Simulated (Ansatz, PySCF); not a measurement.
Species: C2H3O2, net charge 0, doublet state. It need not be the lowest isomer of its formula. 
Structure (B3LYP-D3(BJ)/def2-TZVP (Ansatz, a quantum-chemistry and plane-wave program) minimum search):
```xyz
7

C     -0.2571     0.1715    -0.0005
O      0.2583     1.2978    -0.0129
O     -1.3300    -0.3709     0.0089
C      1.0547    -0.8686     0.0036
H      1.9946    -0.3339    -0.0052
H      0.9005    -1.4416     0.9132
H      0.8930    -1.4581    -0.8941
```
Charge 0, spin multiplicity 2.

Total electronic energies in hartree. Valence correlation only, unless marked. Open shells are spin-unrestricted. Spin-orbit coupling is left out. No relativistic terms. CBS(X,Y): correlation extrapolated as X^-3; Hartree-Fock from the larger set. The bracket is a focal-point correction in the basis named.

The T1 diagnostic of CCSD in the largest basis is 0.048, which is high, so the coupled-cluster rows are less sure than usual.

```json
[
 {"level": "HF/6-31G*", "program": "Ansatz", "energy (Eh)": "-227.15244"},
 {"level": "BLYP/def2-TZVPD", "program": "Ansatz", "energy (Eh)": "-228.46193"},
 {"level": "revPBE-D4/def2-TZVPD", "program": "Ansatz + dftd4", "energy (Eh)": "-228.45906"},
 {"level": "B3LYP-D3(BJ)/def2-TZVPD", "program": "Ansatz + dftd3", "energy (Eh)": "-228.51066"},
 {"level": "B3LYP-D4/def2-TZVPD", "program": "Ansatz + dftd4", "energy (Eh)": "-228.50982"},
 {"level": "PBE0/def2-TZVPD", "program": "Ansatz", "energy (Eh)": "-228.24572"},
 {"level": "PBE0/def2-TZVPD", "program": "PySCF", "energy (Eh)": "-228.24576"},
 {"level": "PBE0/def2-QZVPP", "program": "Ansatz", "energy (Eh)": "-228.25781"},
 {"level": "TPSSh-D4/def2-TZVPD", "program": "PySCF + dftd4", "energy (Eh)": "-228.51288"},
 {"level": "CAM-B3LYP-D3(BJ)/def2-TZVPD", "program": "Ansatz + dftd3", "energy (Eh)": "-228.40903"},
 {"level": "CAM-B3LYP-D4/def2-TZVPD", "program": "Ansatz + dftd4", "energy (Eh)": "-228.40920"},
 {"level": "LC-wPBE/def2-TZVPD", "program": "Ansatz", "energy (Eh)": "(withheld)"},
 {"level": "B2GP-PLYP-D3(BJ)/def2-TZVPD", "program": "Ansatz + dftd3", "energy (Eh)": "-228.28323"},
 {"level": "B2PLYP/def2-TZVPD", "program": "Ansatz", "energy (Eh)": "-228.32986"},
 {"level": "PBE-QIDH/def2-TZVPD", "program": "Ansatz", "energy (Eh)": "(withheld)"},
 {"level": "MP2/cc-pVTZ", "program": "Ansatz", "energy (Eh)": "-227.99362"},
 {"level": "SCS-MP2/STO-3G", "program": "Ansatz", "energy (Eh)": "-224.34826"},
 {"level": "SCS-MP2/cc-pVTZ", "program": "Ansatz", "energy (Eh)": "-227.97985"},
 {"level": "CCSD/cc-pVDZ", "program": "Ansatz", "energy (Eh)": "-227.80806"},
 {"level": "CCSD(T)/STO-3G", "program": "Ansatz", "energy (Eh)": "-224.39773"},
 {"level": "CCSD(T)/cc-pVDZ", "program": "Ansatz", "energy (Eh)": "-227.83025"},
 {"level": "CCSD(T)/cc-pVTZ", "program": "Ansatz", "energy (Eh)": "-228.05750"},
 {"level": "RI-MP2/CBS(cc-pVTZ,cc-pVQZ)+[CCSD(T)-MP2]/cc-pVTZ", "program": "Ansatz", "energy (Eh)": "-228.1710"}
]
```

Task: Complete the blanks.

Result: 
- LC-wPBE/def2-TZVPD, energy (Eh): -228.35034
- PBE-QIDH/def2-TZVPD, energy (Eh): -228.19714
